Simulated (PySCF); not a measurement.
# Spin–spin coupling constants

Geometry (Å), atoms numbered from 1 in this order:
```xyz
10

C    -1.336   -0.348    0.039
O    -0.179   -0.116   -0.753
C     0.825    0.701   -0.204
C     1.684   -0.336    0.237
O     2.165   -1.325    0.435
H    -1.764    0.591    0.398
H    -2.038   -0.835   -0.638
H    -1.138   -1.016    0.880
H     0.489    1.392    0.587
H     1.300    1.297   -1.005
```

Total charge +1.

Method: B3LYP/pcJ-1 (without the spin–dipole term)//GFN2-xTB, PySCF 2.14.0 with density-fitted response routines; isolated molecule, single conformer, non-relativistic. Couplings are averaged over pairs made equivalent by symmetry, fast rotation or ring inversion, so a value needn't be that of the named pair in this geometry, while other rotamers aren't included; one pair stands for each set, and the list holds those of at least 0.8 Hz over up to four bonds, among pairs with at least one C or H atom (others weren't computed).

Isotopes: 13C, 1H, 17O. Couplings to quadrupolar nuclei such as 17O and 33S are rarely resolved in practice.

```tsv
pair	bonds	J (Hz)
C1, O2	1	25.8
C1, H6	1	?
O2, C3	1	32.5
C3, C4	1	62.4
C3, H9	1	177.1
C4, O5	1	?
C1, C3	2	-3.2
O2, C4	2	-4.5
O2, H6	2	?
O2, H9	2	-8.2
C3, O5	2	5.8
H6, H7	2	?
H9, H10	2	-28.3
C1, H9	3	5.6
C3, H6	3	9.1
O5, H9	3	-2.7
C4, H6	4	?
```

Q: Estimate the withheld couplings, with signs.

A: 
- 1J(C1,H6) = 155.7 Hz (mean over equivalent pairs that range from 151.0 to 162.2 Hz in this conformer)
- 1J(C4,O5) = 14.3 Hz (bond length 1.118 Å)
- 2J(O2,H6) = -8.1 Hz (mean over equivalent pairs that range from -21.0 to -0.7 Hz in this conformer)
- 2J(H6,H7) = -13.5 Hz (mean over equivalent pairs that range from -16.7 to -9.7 Hz in this conformer)
- 4J(C4,H6) = 1.4 Hz (mean over equivalent pairs that range from 0.5 to 2.8 Hz in this conformer)
